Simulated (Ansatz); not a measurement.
**C2H4F2 (1,1-difluoroethane): BCCD/STO-6G (sfX2C, density fitting with def2-universal-jkfit, def2-SVP-rifit for correlation, nuclear model gaussian)**

What is the adiabatic electron affinity of C2H4F2 (1,1-difluoroethane) at BCCD/STO-6G (sfX2C, density fitting with def2-universal-jkfit, def2-SVP-rifit for correlation, nuclear model gaussian)? 

Program for the calculation: Ansatz 0.2.0.

3 further runs of the same task are left out: 2 that didn't finish, 1 set aside as unsound or not needed.

## Step 1: Starting point

C2H4F2 has 8 atoms, charge 0, and is taken as a singlet. As SMILES, `CC(F)F`. The coordinates come from a PBE0-D4/def2-TZVP relaxation. The run starts from this shape.

Bond lengths: C1–C2 1.497 Å, C2–F3 1.361 Å, C2–F4 1.361 Å, C1–H5 1.091 Å, C1–H6 1.091 Å, C1–H7 1.090 Å, C2–H8 1.095 Å. Some angles: C1–C2–F3 110.3°, C1–C2–F4 110.3°, F3–C2–F4 107.0°, C1–C2–H8 114.0°, F3–C2–H8 107.5°, F4–C2–H8 107.5°, C2–C1–H5 109.4°, C2–C1–H6 109.9°, C2–C1–H7 109.9°, H5–C1–H6 109.3°.

## Step 2: A geometry optimisation at BCCD/STO-6G (sfX2C, density fitting with def2-universal-jkfit, def2-SVP-rifit for correlation, nuclear model gaussian)

File input.yaml:

```yaml
crystal:
  periodic: [false, false, false]
  atoms:
    - symbol: C
      position_ang: [0.003300, 0.777600, 0.023300]
    - symbol: C
      position_ang: [-0.052000, -0.718200, -0.008200]
    - symbol: F
      position_ang: [0.925500, -1.243400, 0.779100]
    - symbol: F
      position_ang: [0.168200, -1.172100, -1.271900]
    - symbol: H
      position_ang: [0.981400, 1.111900, -0.325400]
    - symbol: H
      position_ang: [-0.157200, 1.132800, 1.041800]
    - symbol: H
      position_ang: [-0.771000, 1.190600, -0.624000]
    - symbol: H
      position_ang: [-1.006100, -1.136400, 0.329500]
basis:
  gaussian:
    orbitals: STO-6G.json
    fitting: {mean_field: def2-universal-jkfit, correlation: def2-SVP-rifit.json}
    nuclear_model: gaussian
correlation:
  method: bccd
  frozen_orbitals: {C: 1, F: 1, H: 0}
hamiltonian:
  pseudopotentials: {relativity: scalar}
scf:
  omitted_lower_state_checks: [cluster_reference]
relax: {}
accuracy: high
```

The basis set STO-6G is read from a file made from the Basis Set Exchange's data (not shown).

Launch:

```sh
$ ansatz run input.yaml --threads 1 --pin off --max-ram 2610MiB --events-out events.jsonl --progress --plain --runs-dir runs
```

What it wrote:

```text
Warning: RAYON_NUM_THREADS=1 ignored (pool sized by the plan → 1); use --threads N
The last accepted step is kept in runs//last_step.txt (removed where the run ends without a failure and the disk answers)
[... 12 lines left out ...]
4 core orbitals not correlated: weight in the atoms' cores, before any rotation towards them, 1.000 or more for the frozen orbitals, at most 0.000 for the correlated occupied ones
[... 26 lines left out ...]
4 core orbitals not correlated: weight in the atoms' cores, before any rotation towards them, 1.000 or more for the frozen orbitals, at most 0.000 for the correlated occupied ones
[... 28 lines left out ...]
4 core orbitals not correlated: weight in the atoms' cores, before any rotation towards them, 1.000 or more for the frozen orbitals, at most 0.000 for the correlated occupied ones
[... 27 lines left out ...]
4 core orbitals not correlated: weight in the atoms' cores, before any rotation towards them, 1.000 or more for the frozen orbitals, at most 0.000 for the correlated occupied ones
[... 27 lines left out ...]
4 core orbitals not correlated: weight in the atoms' cores, before any rotation towards them, 1.000 or more for the frozen orbitals, at most 0.000 for the correlated occupied ones
[... 29 lines left out ...]
4 core orbitals not correlated: weight in the atoms' cores, before any rotation towards them, 1.000 or more for the frozen orbitals, at most 0.000 for the correlated occupied ones
[... 22 lines left out ...]
Total energy: -7514.94851564 eV, -276.1692641347 hartree
[... 9 lines left out ...]
Dipole moment:    -0.171028     0.186871     0.069621 e Å
Checks for a lower state left out: cluster_reference
```

Run time: 4.2 s. Hardware: 1 thread of Arm Neoverse V2, shared host.

Steps, from the record of the run:

```tsv
step	energy from the first frame kept (eV)	largest force (eV/Å)
1	0.0000	2.7936
2	-0.2993	0.7132
3	-0.3153	0.1025
4	-0.3156	0.0397
5	-0.3156	0.0043
```

After the run. Bond lengths: C1–C2 1.581 Å, C2–F3 1.407 Å, C2–F4 1.407 Å, C1–H5 1.107 Å, C1–H6 1.107 Å, C1–H7 1.107 Å, C2–H8 1.134 Å. Some angles: C1–C2–F3 110.7°, C1–C2–F4 110.7°, F3–C2–F4 107.3°, C1–C2–H8 109.9°, F3–C2–H8 109.1°, F4–C2–H8 109.1°, C2–C1–H5 110.1°, C2–C1–H6 109.6°, C2–C1–H7 109.6°, H5–C1–H6 109.2°.

## Step 3: The doublet anion at the same level

input.yaml, as its differences from that of step 2:

```diff
@@ -27,7 +27,11 @@
   frozen_orbitals: {C: 1, F: 1, H: 0}
+accuracy: high
+relax: {}
 hamiltonian:
   pseudopotentials: {relativity: scalar}
+total_charge: -1
+magnetization:
+  spin_polarized: true
+  initial_magnetization: 1
 scf:
   omitted_lower_state_checks: [cluster_reference]
-relax: {}
-accuracy: high
```

The basis set STO-6G is read from a file made from the Basis Set Exchange's data (not shown).

Launch:

```sh
$ ansatz run input.yaml --threads 1 --pin off --max-ram 2610MiB --events-out events.jsonl --progress --plain --runs-dir runs
```

What it wrote, cut to the lines that bear on the results:

```text
Warning: RAYON_NUM_THREADS=1 ignored (pool sized by the plan → 1); use --threads N
[...]
4 core orbitals not correlated: weight in the atoms' cores, before any rotation towards them, 1.000 or more for the frozen orbitals, at most 0.000 for the correlated occupied ones
[...]
4 core orbitals not correlated: weight in the atoms' cores, before any rotation towards them, 1.000 or more for the frozen orbitals, at most 0.000 for the correlated occupied ones
[...]
4 core orbitals not correlated: weight in the atoms' cores, before any rotation towards them, 1.000 or more for the frozen orbitals, at most 0.000 for the correlated occupied ones
[...]
4 core orbitals not correlated: weight in the atoms' cores, before any rotation towards them, 1.000 or more for the frozen orbitals, at most 0.000 for the correlated occupied ones
[...]
4 core orbitals not correlated: weight in the atoms' cores, before any rotation towards them, 1.000 or more for the frozen orbitals, at most 0.000 for the correlated occupied ones
[...]
4 core orbitals not correlated: weight in the atoms' cores, before any rotation towards them, 1.000 or more for the frozen orbitals, at most 0.000 for the correlated occupied ones
[...]
4 core orbitals not correlated: weight in the atoms' cores, before any rotation towards them, 1.000 or more for the frozen orbitals, at most 0.000 for the correlated occupied ones
[...]
Dipole moment:     0.086478     0.171639     0.090866 e Å
Checks for a lower state left out: cluster_reference
```

Wall time 45 s (1 thread of Arm Neoverse V2, shared host).

Steps, from the record of the run:

```tsv
step	energy from the first frame kept (eV)	largest force (eV/Å)
1	0.0000	16.0682
2	-3.3634	4.0304
3	-3.6967	1.4905
4	-3.7285	0.9002
5	-3.7692	0.6975
6	-3.8531	2.0874
7	-4.1641	2.8433
8	-4.8064	2.0923
9	-5.1293	1.2824
10	-5.2097	0.6003
11	-5.2321	0.1803
12	-5.2361	0.2416
13	-5.2408	0.0764
14	-5.2414	0.0931
15	-5.2420	0.0541
16	-5.2425	0.0161
17	-5.2431	0.0521
18	-5.2433	0.0307
19	-5.2434	0.0128
```

After the run. Bond lengths: C1–C2 1.612 Å, C2–F3 1.448 Å, C1–H5 1.114 Å, C1–H6 1.121 Å, C1–H7 1.112 Å, C2–H8 1.151 Å. Angles: C1–C2–F3 104.0°, C1–C2–H8 101.0°, F3–C2–H8 102.1°, C2–C1–H5 111.6°, C2–C1–H6 116.9°, C2–C1–H7 110.1°, H5–C1–H6 105.4°, H5–C1–H7 106.2°, H6–C1–H7 105.9°. A long bond or contact: C2–F4 2.068 Å.

## Step 4: Outcome

At BCCD/STO-6G (sfX2C, density fitting with def2-universal-jkfit, def2-SVP-rifit for correlation, nuclear model gaussian), 4 core orbitals frozen:

| quantity | value |
| --- | --- |
| singlet C2H4F2: total energy at the end | -276.16926 Eh |
| singlet C2H4F2: dipole moment (correlated density) | 1.26 D |
| singlet C2H4F2: correlation energy (4 core orbitals frozen) | -186.5 mEh |
| doublet anion: total energy at the end | -275.83126 Eh |
| doublet anion: correlation energy (4 core orbitals frozen) | -153.0 mEh |
| doublet anion: ⟨S²⟩ of the reference determinant | 0.752 |
| adiabatic electron affinity (to the doublet anion, no zero-point term) | -9.198 eV |

The adiabatic electron affinity (to the doublet anion, no zero-point term) is −9.20 eV (−212 kcal/mol). A negative value puts this state of the anion above the relaxed parent: the electron is not bound at this level, and such a value depends on the basis. The second species lost a bond as it relaxed, so this leads to another structure. In a minimal basis such a difference can be off by several eV, whatever the method. The optimisation (singlet C2H4F2) took 4 steps and changed the energy by -0.316 eV. The optimisation (doublet anion) took 18 steps and changed the energy by -5.243 eV. Bonds broke or formed on the way.
